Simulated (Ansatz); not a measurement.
Ideal-gas functions of ClLi, SMILES `[Li][Cl]` at 298.15 K and 1 bar, from an Ansatz frequency run at PBE0-D4/def2-TZVP.

Molar mass 42.39 g/mol, point group C∞v (symmetry number 1), electronic degeneracy 1, moments of inertia 23.539 u Å². Harmonic wavenumbers (cm⁻¹, unscaled): 656.

Use S(trans) = R[1.5 ln M + 2.5 ln T − 1.1517]; rotational temperatures θ = 24.2544 K / I; S(rot) = R[ln(T/σθ) + 1]; for each mode x = 1.438777 ν̃/T, S = R[x/(eˣ − 1) − ln(1 − e⁻ˣ)] and H = RT x/(eˣ − 1); 1 cm⁻¹ = 0.0119627 kJ/mol; R = 8.31446 J/(mol·K).

Task: By hand: the entropy, in J/(mol·K).

Result: Translation 155.6. Rotation: θ = 1.0304 K, giving 55.4. Vibration, mode by mode: 1.52, in all 1.5. Electronic 0.0. Sum 212.5 J/(mol·K).

Task: By hand: H − E and G − E in kJ/mol, counted from the electronic energy.

Result: Zero-point energy ½ × 656 × 0.0119627 = 3.9; thermal vibration 0.3; translation, rotation and pV give 3.5 RT = 8.7. H − E = 12.9 kJ/mol, and G − E = 12.9 − 298.15 × 212.5/1000 = -50.5 kJ/mol.

Vibration gives 1 % of the entropy; all modes have x over 3 and are hardly excited.
